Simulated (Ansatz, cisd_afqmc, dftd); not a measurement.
Species: C₂F₃N, charge 0, singlet. C2F3N (SMILES N#CC(F)(F)F).
B3LYP-D3(BJ)/def2-TZVP minimum from Ansatz (a first-principles code):
```
C
F 1 1.3355
F 1 1.3355 2 108.66
F 1 1.3355 2 108.66 3 118.06
C 1 1.4814 2 110.27 4 120.97
N 5 1.1466 2 147.20 1 -180.00
```
Charge 0, spin multiplicity 1.

Property: atomisation energy (electronic, to ground-state atoms), in kcal/mol. UHF or UKS for unpaired electrons; spin-orbit terms are left out. Correlated methods leave the cores frozen. Rows without X2C or -DK are non-relativistic. AFQMC is phaseless with a CISD trial state; ± is one standard error, without the phaseless bias. Outlying blocks are dropped, and bars are widened where a walk drifts. Over all cases where full CI ran beside it in this data, AFQMC minus full CI had a median of +0.1 mEh and passed +0.4 mEh in a tenth of the cases. CBS(X,Y): correlation extrapolated as X^-3, Hartree-Fock from the larger set. A bracket is a step between two methods taken in the basis named. Functionals run without relativity, which enters their misses. Double hybrids freeze cores in their MP2 part. 'core' is core correlation in cc-pwCVTZ, 'X2C' scalar relativity in cc-pVTZ-DK, both at CCSD(T).

| level | program | atomisation energy (kcal/mol) | difference against the last row |
|---|---|---|---|
| PBE0-D3(BJ)/def2-TZVPD | Ansatz + dftd3 | 645.5 | 3.1 |
| B2PLYP-D3(BJ)/def2-TZVPD | Ansatz + dftd3 | 637.6 | -4.8 |
| B2PLYP-D4/def2-TZVPD | Ansatz + dftd4 | 637.6 | -4.8 |
| B2GP-PLYP-D4/def2-TZVPD | Ansatz + dftd4 | 633.8 | -8.6 |
| CCSDT(Q)/cc-pVDZ | Ansatz | 577.6 | -64.8 |
| AFQMC/CISD/cc-pVTZ | cisd_afqmc | 618.6 ± 0.3 | -23.8 |
| CCSD(T)/CBS(cc-pVTZ,cc-pVQZ) + [CCSDT(Q) - CCSD(T)]/cc-pVDZ + core + X2C | Ansatz | 642.4 | 0.0 |
